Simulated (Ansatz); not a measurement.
Density of states of NaI (Fm-3m, a = 6.467 Å, b = 6.467 Å, c = 6.467 Å, α = 90.00°, β = 90.00°, γ = 90.00°), in states per eV and primitive cell, averaged over bins of 0.5 eV. Theory: Ansatz, DFT r2SCAN, scalar-relativistic, plane waves, PAW.

Plane waves to 500 eV, a k mesh through Γ of 6×6×6 on the computed 2-atom cell and Gaussian smearing (0.02 eV); no spin polarisation.

The cell is relaxed at this level. The states (both spins) are summed by tetrahedra on a 9×9×9 mesh at the self-consistent density. Energies are bin centres; the table starts no lower than −8 eV and ends at 6 eV, or lower where the solved bands end.

The gap is 4.44 eV at this level, with the zero inside it.

```csv
E − E_F (eV),total,I 5p,Na 3s,I 5s
-4.20,2.01,1.76,0.23,0.01
-3.70,1.96,1.76,0.17,0.02
-3.20,2.58,2.50,0.05,0.01
-2.70,4.74,4.69,0.02,0.00
-2.20,0.70,0.70,0.00,0.00
-1.70,0.00,0.00,0.00,0.00
-1.20,0.00,0.00,0.00,0.00
-0.70,0.00,0.00,0.00,0.00
-0.20,0.00,0.00,0.00,0.00
0.30,0.00,0.00,0.00,0.00
0.80,0.00,0.00,0.00,0.00
1.30,0.00,0.00,0.00,0.00
1.80,0.00,0.00,0.00,0.00
2.30,0.01,0.00,0.01,0.00
2.80,0.08,0.01,0.06,0.01
3.30,0.45,0.03,0.33,0.03
3.80,1.72,0.11,0.84,0.07
4.30,2.05,0.09,0.63,0.03
4.80,0.87,0.02,0.09,0.00
5.30,2.22,0.07,0.39,0.01
```

The columns after the total are the Löwdin projections on the occupied valence shells of the potentials. The rest of the total lies in shells that are empty in the free atom, which aren't projected, and between the atoms.

Spin-orbit coupling is left out, which matters for the bands of heavy elements.

Cost: 1 run of about 0.73 core-minutes, on Intel Xeon Processor @ 2.50GHz (Skylake/Cascade Lake) (shared hosts).